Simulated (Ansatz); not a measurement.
Born–Oppenheimer molecular dynamics of CH6BF (9 atoms, charge 0, multiplicity 1). It starts at the highest image of a converged band, a first-order saddle point between two minima.

These are results of Ansatz 0.2.0, RKS PBE-D4/def2-SVP, not measurements.

| Item | Value |
| --- | --- |
| ensemble | NVE (velocity Verlet) |
| time step | 0.5 fs |
| steps asked | 200 |
| starting velocities drawn for | 100 K |
| seed | 6735 |

First frame:

```xyz
9
Properties=species:S:1:pos:R:3
B -0.017 -0.322 0.182
C -0.015 -0.032 1.927
H -0.886 -0.331 2.548
H 0.926 -0.321 2.430
H -0.059 1.071 1.836
H 1.125 -0.144 -0.196
F -1.071 0.337 -0.405
H -0.180 -1.635 0.073
H -0.286 -1.195 1.092
```

Task: How far do the bonds stretch over the last three quarters of this one trajectory? (Pairs bonded in most of those frames.)

Result: 
| bond | mean (Å) | spread (Å) | shortest | longest |
| --- | --- | --- | --- | --- |
| B1–H6 | 1.220 | 0.020 | 1.19 | 1.25 |
| B1–F7 | 1.337 | 0.009 | 1.32 | 1.36 |
| B1–H8 | 1.221 | 0.024 | 1.18 | 1.26 |
| C2–H3 | 1.108 | 0.022 | 1.07 | 1.15 |
| C2–H4 | 1.107 | 0.018 | 1.08 | 1.14 |
| C2–H5 | 1.106 | 0.010 | 1.09 | 1.13 |
| C2–H9 | 1.112 | 0.037 | 1.05 | 1.18 |

Mean temperature of the second half: 1129 K. The conserved energy stayed within 0.095 meV per atom of its start (net change 0.012 meV per atom), so the integration is sound. The kinetic energy rose, since the run started high on the potential surface and went downhill. It ends in pieces (BFH2 + CH4), so much of that is their flight and rotation, not heat. A run of 0.1 ps of so small a system gives no equilibrium averages. The orbitals stay closed-shell, which can raise the energy where a bond breaks towards radicals; this wasn't checked here.

Run time: 3.8 min on 1 thread of Arm Neoverse V2, on a shared host, peak memory 0.11 GiB.
